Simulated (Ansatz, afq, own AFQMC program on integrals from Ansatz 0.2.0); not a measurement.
## Atomization energy of SiN, quartet

```json
{"atom": "Si", "x (Å)": "0.0000", "y (Å)": "0.0000", "z (Å)": "0.0000"}
{"atom": "N", "x (Å)": "0.0000", "y (Å)": "0.0000", "z (Å)": "1.8891"}
```

Atoms in their ground-state spins without spin–orbit coupling (mostly on UHF) minus the molecule (UHF), without zero-point energy. The geometry is a stationary point, not shown to be a minimum.

Basis 6-31G. Noble-gas cores (and the filled d shells of Ga–Kr and In–Xe) are frozen. Ansatz 0.2.0 and our own AFQMC program on the same integrals; the CISD trial comes from CCSD amplitudes, and released means the phaseless constraint is let go. ± is one standard error of the sampling. The errors of all members are added in quadrature.

Full CI on the same integrals is exact in this basis and with this determinant's frozen core.

Errors are counted within 6-31G, not against nature.

Cautions: SiN (quartet): lower spins were not checked, the search met a lower determinant of the same kind, perhaps of another symmetry (643 meV lower), and this one is a saddle point, strong correlation (T1 0.087, weight of the determinant 0.70, largest double 0.30), (T) is large, 6 % of the CCSD correlation, unrestricted determinant spin contaminated (⟨S²⟩ 4.26 against 3.75), CCSD(T) is in doubt: in a space of 9 electrons in 9 natural orbitals full CI lies 139 meV below it, the CCSDT(Q) amplitudes may be one of several solutions (largest double 0.88), the CCSDTQ amplitudes may be one of several solutions (largest double 0.95), the released energies are still falling, so no released level is given (meV from the phaseless value at times in 1/Eh: -15 ± 17 at 0.24, -28 ± 15 at 0.51, -31 ± 12 at 0.99, -66 ± 19 at 1.62, -74 ± 17 at 2.40), the determinant fills πx and πy unequally, so it mixes two states of the linear molecule, and each level undoes that mixture to a different degree, while full CI gives the lower state, its ph-AFQMC/CISD value lies 260 ± 15 meV above full CI.

Reference (full CI): 0.932 eV.

```tsv
level	atomization energy (eV)	error against FCI (eV)
HF	-1.291	-2.223
MP2	-0.288	-1.220
CCSD	0.419	-0.513
CCSD(T)	0.614	-0.318
CCSDT	0.875	-0.057
CCSDT(Q)	0.974	0.043
ph-AFQMC/HF	0.460 ± 0.027	-0.472 ± 0.027
ph-AFQMC/CISD	0.672 ± 0.015	-0.259 ± 0.015
```

Correlation beyond CCSD(T) adds 0.318 eV. The perturbative (T) step is worth +0.195 eV. Where a determinant mixes two states, these steps and errors hold in part the undoing of that mixture, and only full CI is sure.

CCSDT and higher add their correlation energy to the determinant of the CCSD(T) run, since their own runs factorise the integrals more tightly (a shift of under 2 meV).
